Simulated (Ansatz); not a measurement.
Molecule: CHCl2 (charge 0, doublet). It need not be the lowest isomer of its formula. 
Structure (B3LYP-D3(BJ)/def2-TZVP (Ansatz, a quantum-chemistry and plane-wave program) minimum search):
SMILES: Cl[CH]Cl
```xyz
4

C      0.1584    -0.0036     0.6688
Cl    -0.0688     1.4728    -0.1507
Cl    -0.0358    -1.4714    -0.1744
H      0.8276    -0.0029     1.5147
```
Charge 0, spin multiplicity 2.

Problem. Give the harmonic wavenumbers at B3LYP-D3(BJ)/def2-TZVP (Ansatz, finite differences of forces, unscaled).

Solution. 301, 422, 749, 875, 1234, 3221 cm⁻¹. Zero-point energy 9.7 kcal/mol.

Problem. From these and the geometry, give the ideal-gas thermochemistry at 298.15 K and 1 atm (rigid rotor, harmonic oscillator).

Solution. Point group Cs, rotational symmetry number 1. Rotational constants 47.29, 3.286, 3.077 GHz. S(trans) 39.20, S(rot) 24.02, S(vib) 2.74, S(elec, spin only) 1.38, S 67.3 cal/(mol K). H(298) - H(0) 2.92 kcal/mol; G - E(el) -7.4 kcal/mol.
